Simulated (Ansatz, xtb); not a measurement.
Ranking isomers of C6H7+

4 gas-phase structures of C6H7+, from a drawn sample of its isomers (lower ones may exist). Each was relaxed with GFN2-xTB:

A. a singlet given by its coordinates
B. `C=C1C=C[CH+]C1`, a singlet
C. `C/C=C/[c+]1cc1`, a singlet
D. `C=Cc1c[c+]1C`, a singlet

A (Å):

| atom | x (Å) | y (Å) | z (Å) |
| --- | --- | --- | --- |
| C | -0.2473 | 1.3468 | 1.6421 |
| C | -0.2759 | 0.8126 | 0.3208 |
| C | -0.7096 | 1.4931 | -0.8825 |
| C | -0.5804 | 0.6372 | -1.9111 |
| C | -0.0355 | -0.6751 | -1.3722 |
| C | 0.1349 | -0.5418 | -0.0509 |
| H | -0.5895 | 2.3765 | 1.7162 |
| H | 0.7625 | 1.2342 | 2.0678 |
| H | -0.8192 | 0.6923 | 2.3194 |
| H | -1.0661 | 2.5054 | -0.9086 |
| H | -0.8072 | 0.7998 | -2.9497 |
| H | 0.1603 | -1.5305 | -1.9925 |
| H | 0.5030 | -1.2721 | 0.6443 |

Close contacts (Å): C1–C2 1.43, C2–C3 1.45, C2–C6 1.46, C3–C4 1.34, C4–C5 1.52, C5–C6 1.34, C1–H7 1.09, C1–H8 1.10, C1–H9 1.10, C3–H10 1.07, C4–H11 1.08, C5–H12 1.07, C6–H13 1.07.

Q: Estimate their order in r2SCAN-D4/def2-SVP energy at these geometries, lowest first.

A: Calculated order at r2SCAN-D4/def2-SVP: B (0.0), D (103.7), A (112.7), C (120.0) kJ/mol.

Energies above the lowest of each column, in kJ/mol; the last columns are at PBE0-D3(BJ)/def2-SVP geometries and were run for some of them only (a dash: not run or not comparable):

```json
{"structure": "B", "GFN2-xTB": "0.0", "HF/STO-3G": "0.0", "r2SCAN-D4/def2-SVP": "0.0", "PBE0-D3(BJ)/def2-SVP": "0.0", "CCSD(T)/def2-SVP + ΔMP2/def2-TZVPP": "0.0"}
{"structure": "D", "GFN2-xTB": "127.3", "HF/STO-3G": "117.0", "r2SCAN-D4/def2-SVP": "103.7", "PBE0-D3(BJ)/def2-SVP": "97.7", "CCSD(T)/def2-SVP + ΔMP2/def2-TZVPP": "100.0"}
{"structure": "A", "GFN2-xTB": "80.7", "HF/STO-3G": "99.9", "r2SCAN-D4/def2-SVP": "112.7", "PBE0-D3(BJ)/def2-SVP": "107.9", "CCSD(T)/def2-SVP + ΔMP2/def2-TZVPP": "97.3"}
{"structure": "C", "GFN2-xTB": "140.5", "HF/STO-3G": "144.2", "r2SCAN-D4/def2-SVP": "120.0", "PBE0-D3(BJ)/def2-SVP": "–", "CCSD(T)/def2-SVP + ΔMP2/def2-TZVPP": "–"}
```

Every level run on B puts it lowest or level with the lowest. CCSD(T)/def2-SVP + ΔMP2/def2-TZVPP orders those it was run on as B (0.0), A (97.3), D (100.0) kJ/mol. Less than 1 kcal/mol parts A and D, so the order within that pair means little. Flexible structures stand in one conformer each, not always the lowest. Frequencies (GFN2-xTB) were run for A, B, D alone. ΔMP2 is the change of the MP2 energy from the smaller to the larger basis.

Over these structures GFN2-xTB departs from r2SCAN-D4/def2-SVP by 19.0 kJ/mol on average once a common shift is removed. A GFN2-xTB relaxation took about 0.14 s and the r2SCAN-D4/def2-SVP energy about 1.9 s on a shared host (Ansatz 0.2.0, xtb 6.7.1).
